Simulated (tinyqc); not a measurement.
UHF in the sto-3g basis, for OH-, spin multiplicity 1, step by step. The basis has no diffuse functions, so it cannot describe the extra electron: this is an exercise in the method, not the real anion. One step of it, computed by the program tinyqc.

Problem. Iteration 2: building the Fock matrix. J_ij = sum D_kl (ij|kl) with D = D(alpha) + D(beta), K_ij = sum D_kl (ik|jl) for each spin; F = H + J - K(s); E = tr D H + tr D J / 2 - 0.5 sum_s tr D(s) K(s) + E_nn.

D(alpha) after iteration 1, order 1O 1s, 1O 2s, 1O 2px, 1O 2py, 1O 2pz, 2H 1s:
```
[[1.060248, -0.257235, 0.023829, -0.007975, 0.000158, 0.029342],
 [-0.257235, 1.104796, -0.128266, 0.042928, 0.008961, -0.199902],
 [0.023829, -0.128266, 0.367864, 0.211563, -0.283292, 0.415151],
 [-0.007975, 0.042928, 0.211563, 0.929194, 0.094812, -0.138943],
 [0.000158, 0.008961, -0.283292, 0.094812, 0.934815, -0.078115],
 [0.029342, -0.199902, 0.415151, -0.138943, -0.078115, 0.857028]]
```

D(beta) after iteration 1, order 1O 1s, 1O 2s, 1O 2px, 1O 2py, 1O 2pz, 2H 1s:
```
[[1.060248, -0.257235, -0.023829, 0.007975, 0.000158, 0.029342],
 [-0.257235, 1.104796, 0.128266, -0.042928, 0.008961, -0.199902],
 [-0.023829, 0.128266, 0.367864, 0.211563, 0.283292, -0.415151],
 [0.007975, -0.042928, 0.211563, 0.929194, -0.094812, 0.138943],
 [0.000158, 0.008961, 0.283292, -0.094812, 0.934815, -0.078115],
 [0.029342, -0.199902, -0.415151, 0.138943, -0.078115, 0.857028]]
```

core Hamiltonian H = T + V (hartree), order 1O 1s, 1O 2s, 1O 2px, 1O 2py, 1O 2pz, 2H 1s:
```
[[-31.996507, -7.441334, 0.000000, 0.000000, -0.007383, -0.625389],
 [-7.441334, -8.624815, 0.000000, 0.000000, -0.092708, -1.612668],
 [0.000000, 0.000000, -6.815524, 0.000000, 0.000000, 0.000000],
 [0.000000, 0.000000, 0.000000, -6.815524, 0.000000, 0.000000],
 [-0.007383, -0.092708, 0.000000, 0.000000, -6.863845, -1.293431],
 [-0.625389, -1.612668, 0.000000, 0.000000, -1.293431, -3.496775]]
```

Two-electron integrals (ij|kl) in chemists' order, unique and non-zero (hartree):
```
(11|11) 4.785065   (21|11) 0.741380   (21|21) 0.136873   (22|11) 1.118947
(22|21) 0.256633   (22|22) 0.817206   (31|31) 0.024477   (32|31) 0.037809
(32|32) 0.180518   (33|11) 1.115814   (33|21) 0.256684   (33|22) 0.817023
(33|33) 0.880159   (41|41) 0.024477   (42|41) 0.037809   (42|42) 0.180518
(43|43) 0.047444   (44|11) 1.115814   (44|21) 0.256684   (44|22) 0.817023
(44|33) 0.785270   (44|44) 0.880159   (51|51) 0.024477   (52|51) 0.037809
(52|52) 0.180518   (53|53) 0.047444   (54|54) 0.047444   (55|11) 1.115814
(55|21) 0.256684   (55|22) 0.817023   (55|33) 0.785270   (55|44) 0.785270
(55|55) 0.880159   (61|11) 0.062376   (61|21) 0.011433   (61|22) 0.021349
(61|33) 0.021312   (61|44) 0.021312   (61|51) 0.000490   (61|52) 0.000932
(61|55) 0.021426   (61|61) 0.000966   (62|11) 0.181875   (62|21) 0.042371
(62|22) 0.153416   (62|33) 0.150674   (62|44) 0.150674   (62|51) 0.003123
(62|52) 0.025985   (62|55) 0.158744   (62|61) 0.003612   (62|62) 0.038680
(63|31) 0.004045   (63|32) 0.024932   (63|53) 0.005119   (63|63) 0.005003
(64|41) 0.004045   (64|42) 0.024932   (64|54) 0.005119   (64|64) 0.005003
(65|11) 0.144640   (65|21) 0.034087   (65|22) 0.131946   (65|33) 0.126327
(65|44) 0.126327   (65|51) 0.006177   (65|52) 0.045389   (65|55) 0.143030
(65|61) 0.003004   (65|62) 0.040562   (65|65) 0.047118   (66|11) 0.378677
(66|21) 0.089574   (66|22) 0.373934   (66|33) 0.361447   (66|44) 0.361447
(66|51) 0.007021   (66|52) 0.083366   (66|55) 0.398564   (66|61) 0.007657
(66|62) 0.130075   (66|65) 0.156506   (66|66) 0.774606
```

nuclear repulsion = 3.05001274 hartree

Give: Coulomb J; exchange K(alpha); exchange K(beta); F(alpha); F(beta); total energy of this density.

Solution.

Coulomb J (hartree), order 1O 1s, 1O 2s, 1O 2px, 1O 2py, 1O 2pz, 2H 1s:
```
[[17.3028, 3.2544, 0.0000, 0.0000, 0.0090, 0.2725],
 [3.2544, 8.0409, 0.0000, 0.0000, 0.1145, 1.5494],
 [0.0000, 0.0000, 7.9444, 0.0402, 0.0000, 0.0000],
 [0.0000, 0.0000, 0.0402, 8.0509, 0.0000, 0.0000],
 [0.0090, 0.1145, 0.0000, 0.0000, 8.1040, 1.3814],
 [0.2725, 1.5494, 0.0000, 0.0000, 1.3814, 4.3986]]
```

exchange K(alpha) (hartree), order 1O 1s, 1O 2s, 1O 2px, 1O 2py, 1O 2pz, 2H 1s:
```
[[4.8976, 0.8266, -0.0001, 0.0000, 0.0005, 0.0729],
 [0.8266, 1.2891, -0.0480, 0.0161, -0.0027, 0.2635],
 [-0.0001, -0.0480, 0.6119, 0.1762, -0.1813, 0.0930],
 [0.0000, 0.0161, 0.1762, 1.0793, 0.0607, -0.0311],
 [0.0005, -0.0027, -0.1813, 0.0607, 1.0905, 0.2452],
 [0.0729, 0.2635, 0.0930, -0.0311, 0.2452, 0.6810]]
```

exchange K(beta) (hartree), order 1O 1s, 1O 2s, 1O 2px, 1O 2py, 1O 2pz, 2H 1s:
```
[[4.8976, 0.8266, 0.0001, 0.0000, 0.0005, 0.0729],
 [0.8266, 1.2891, 0.0480, -0.0161, -0.0027, 0.2635],
 [0.0001, 0.0480, 0.6119, 0.1762, 0.1813, -0.0930],
 [0.0000, -0.0161, 0.1762, 1.0793, -0.0607, 0.0311],
 [0.0005, -0.0027, 0.1813, -0.0607, 1.0905, 0.2452],
 [0.0729, 0.2635, -0.0930, 0.0311, 0.2452, 0.6810]]
```

F(alpha) (hartree), order 1O 1s, 1O 2s, 1O 2px, 1O 2py, 1O 2pz, 2H 1s:
```
[[-19.5914, -5.0135, 0.0001, 0.0000, 0.0012, -0.4258],
 [-5.0135, -1.8730, 0.0480, -0.0161, 0.0245, -0.3267],
 [0.0001, 0.0480, 0.5170, -0.1360, 0.1813, -0.0930],
 [0.0000, -0.0161, -0.1360, 0.1561, -0.0607, 0.0311],
 [0.0012, 0.0245, 0.1813, -0.0607, 0.1496, -0.1572],
 [-0.4258, -0.3267, -0.0930, 0.0311, -0.1572, 0.2208]]
```

F(beta) (hartree), order 1O 1s, 1O 2s, 1O 2px, 1O 2py, 1O 2pz, 2H 1s:
```
[[-19.5914, -5.0135, -0.0001, 0.0000, 0.0012, -0.4258],
 [-5.0135, -1.8730, -0.0480, 0.0161, 0.0245, -0.3267],
 [-0.0001, -0.0480, 0.5170, -0.1360, -0.1813, 0.0930],
 [0.0000, 0.0161, -0.1360, 0.1561, 0.0607, -0.0311],
 [0.0012, 0.0245, -0.1813, 0.0607, 0.1496, -0.1572],
 [-0.4258, -0.3267, 0.0930, -0.0311, -0.1572, 0.2208]]
```

total energy of this density = -73.757602 hartree
